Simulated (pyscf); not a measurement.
# Four-centre exchange: HO–In(Cl)–Cl + HCl → HO–In(Cl)–Cl + HCl

Gas phase, singlet surface, charge 0. Bonds broken: In2–Cl3, Cl6–H7. Bonds formed: In2–Cl6, Cl3–H7. Optimised with ωB97X-D3(BJ)/def2-SVP in PySCF.

Transition state (Å):

```xyz
7

O     -0.6659    -1.0378     1.5820
In    -1.2352    -0.6011    -0.2550
Cl    -0.2922    -2.2035    -1.9747
Cl    -3.3420     0.0923    -0.8835
H      0.2641    -1.2918     1.6322
Cl     0.5299     0.6775    -1.5465
H      0.3803    -0.7900    -2.0746
```

One imaginary mode, 635i cm⁻¹; descent along it reached the two sides named, in the forms told below.

| bond | change | reactant side (Å) | saddle | product side |
|---|---|---|---|---|
| In2–Cl3 | breaks | 2.362 | 2.533 | 2.8 |
| Cl6–H7 | breaks | 1.299 | 1.567 | 2.462 |
| In2–Cl6 | forms | 2.8 | 2.533 | 2.362 |
| Cl3–H7 | forms | 2.465 | 1.568 | 1.300 |

Electronic energies relative to the separated reactants (kcal/mol):

```json
[
 {"level": "ωB97X-D3(BJ)/def2-TZVP", "barrier": "-3.7", "reaction energy": "0.0", "reverse barrier": "-3.7"},
 {"level": "PBE/def2-TZVP", "barrier": "-4.2", "reaction energy": "0.0", "reverse barrier": "-4.2"},
 {"level": "r²SCAN/def2-TZVP", "barrier": "-5.3", "reaction energy": "0.0", "reverse barrier": "-5.3"},
 {"level": "B3LYP-D3(BJ)/def2-TZVP", "barrier": "-2.0", "reaction energy": "0.0", "reverse barrier": "-2.0"},
 {"level": "PBE0-D3(BJ)/def2-TZVP", "barrier": "-4.0", "reaction energy": "0.0", "reverse barrier": "-4.0"},
 {"level": "M06-2X/def2-TZVP", "barrier": "-2.8", "reaction energy": "0.0", "reverse barrier": "-2.8"},
 {"level": "ωB97M-D3(BJ)/def2-TZVP", "barrier": "0.3", "reaction energy": "0.0", "reverse barrier": "0.3"},
 {"level": "HF/def2-TZVP", "barrier": "13.9", "reaction energy": "0.0", "reverse barrier": "13.9"}
]
```

With ωB97M-D3(BJ)/def2-TZVP energies and thermal terms (ideal gas, 1 atm, RRHO with modes under 100 cm⁻¹ raised to 100, one conformer, R ln 2 for chiral ones without a mode under 150 cm⁻¹), in kcal/mol:

| T (K) | ΔH‡ | ΔG‡ | ΔH | ΔG |
|---|---|---|---|---|
| 298 | -1.3 | 9.2 | 0.0 | 0.0 |
| 600 | -1.1 | 19.7 | 0.0 | 0.0 |
| 900 | -0.6 | 30.1 | 0.0 | 0.0 |
| 1200 | -0.1 | 40.2 | 0.0 | 0.0 |

On the reactant side the descent ends in an adduct with a Cl–In contact, 10.7 kcal/mol under the separated species and 7.1 kcal/mol under the saddle at ωB97X-D3(BJ)/def2-TZVP. On the product side the descent ends in an adduct with a Cl–In contact, 10.7 kcal/mol under the separated species and 7.1 kcal/mol under the saddle at ωB97X-D3(BJ)/def2-TZVP. At ωB97X-D3(BJ)/def2-TZVP, PBE, r²SCAN, B3LYP-D3(BJ), PBE0-D3(BJ), M06-2X the saddle lies under the separated reactants, which points to a path from their complex (located at ωB97X-D3(BJ) alone). At ωB97X-D3(BJ)/def2-TZVP, PBE, r²SCAN, B3LYP-D3(BJ), PBE0-D3(BJ), M06-2X the saddle lies under the separated products, which points to a path from their complex (located at ωB97X-D3(BJ) alone). What is counted as formed (Cl–In) is already present as a longer contact in the reactant adduct; forming that adduct is a step of its own. What is counted as broken (Cl–In) persists as a longer contact in the product adduct; parting that adduct is a step of its own. One saddle was located; it need not be the lowest between these sides. Elements past Kr carry the def2 core potentials, without spin-orbit coupling.
